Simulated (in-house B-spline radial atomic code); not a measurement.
Ne. Computed with a B-spline radial atomic code. Model: all-electron spherical atom, spin shells full or empty, radial basis limit, no spin-orbit coupling, Breit or QED, empty-state partial waves extrapolated as (l+1/2)^-4, RPA, G0W0 and static COHSEX of the highest shell as one setting changes (uncorrelated shells keep exact exchange).

Empty levels are discrete states of a finite basis, so the steps are uneven.

Given: element Ne; charge 0; filled core He; hamiltonian non-relativistic; mean-field start PBE; highest l of empty states 9; lowest nl shells left uncorrelated 0; highest mean-field shell 2p; box radius 40 bohr.

Shell: 2s 1 1, 2p 3 3 (electrons up and down).

| highest empty level kept (hartree) | RPA correlation energy (hartree) | G0W0 level (eV) | G0W0 minus most complete (meV) | COHSEX level (eV) | linearised minus solved G0W0 (meV) |
| --- | --- | --- | --- | --- | --- |
| 1 | -0.052248 | -19.035 | 1547.7 | -20.126 | -177.8 |
| 2 | ? | ? | ? | ? | ? |
| 3.5 | -0.20859 | -19.299 | 1283.1 | -21.175 | -165.8 |
| 6 | -0.28411 | -19.566 | 1016.9 | -22.001 | -182.5 |
| 10 | ? | ? | ? | ? | ? |
| 18 | -0.43637 | -20.169 | 413.3 | -24.019 | -227.4 |
| 30 | -0.48331 | -20.354 | 228.7 | -24.659 | -243.1 |
| 60 | -0.52787 | -20.503 | 79.8 | -25.138 | -256.3 |
| 120 | -0.56647 | -20.556 | 26.6 | -25.305 | -261.2 |
| 250 | -0.58833 | -20.575 | 7.5 | -25.358 | -262.9 |
| 600 | -0.60162 | -20.581 | 1.5 | -25.376 | -263.5 |
| 2000 | -0.60626 | -20.582 | 0 | -25.38 | -263.6 |

Problem. What follows for highest empty level kept = 10?

Solution. RPA correlation energy -0.37318 hartree; G0W0 level -19.904 eV; G0W0 minus most complete 678.4 meV; COHSEX level -23.121 eV; linearised minus solved G0W0 -206.5 meV.

Problem. What follows for highest empty level kept = 2?

Solution. RPA correlation energy -0.10561 hartree; G0W0 level -19.019 eV; G0W0 minus most complete 1563.1 meV; COHSEX level -20.287 eV; linearised minus solved G0W0 -156.8 meV.
